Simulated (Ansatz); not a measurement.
Reaction (SMILES): COC + O (H2O) -> 2 CO (CH4O)

Wanted: bond separation energy (enthalpy at 298 K), in kcal/mol. Set-up: LANL2DZ all-electron up to Ne; 6-31G* and kin with 6d, 5d where marked; spin-orbit terms left out; 6-311+G** with 5d; non-relativistic; frozen cores in correlated levels. CBS(X,Y): correlation extrapolated as X^-3; Hartree-Fock from the larger set. The bracket is a focal-point correction in the basis named. First-principles rows: single points at B3LYP-D3(BJ) geometries (Ansatz, a program for electronic structure), with unscaled harmonic terms from B3LYP/6-31G* at its own minima.

Measured values: Active Thermochemical Tables 1.112 (ions: stationary electron), as tabulated in the package chemicals; they hold spin-orbit and core effects, anharmonicity. 

Value to compare with, the measured value: 5.8 kcal/mol.

| level | program | bond separation energy (enthalpy at 298 K) (kcal/mol) | error |
|---|---|---|---|
| HF/STO-3G | Ansatz | 1.5 | -4.3 |
| HF/3-21G | Ansatz | 2.3 | -3.5 |
| HF/LANL2DZ | Ansatz | 2.4 | -3.4 |
| HF/6-31G* | Ansatz | 3.6 | -2.2 |
| HF/6-311+G** | Ansatz | 3.6 | -2.2 |
| RI-MP2/CBS(aug-cc-pVTZ,aug-cc-pVQZ)+[CCSD(T)-MP2]/aug-cc-pVTZ | Ansatz | 5.4 | -0.4 |

Among the 5 habitual levels, HF/STO-3G lies farthest from the measured value (-4.3 kcal/mol); 0 of 5 lie above it, and their mean absolute error is 3.1 kcal/mol, the median 3.4. One case shows no general order.

The sets are all those run for this method; runs whose electronic state is in doubt are left out.
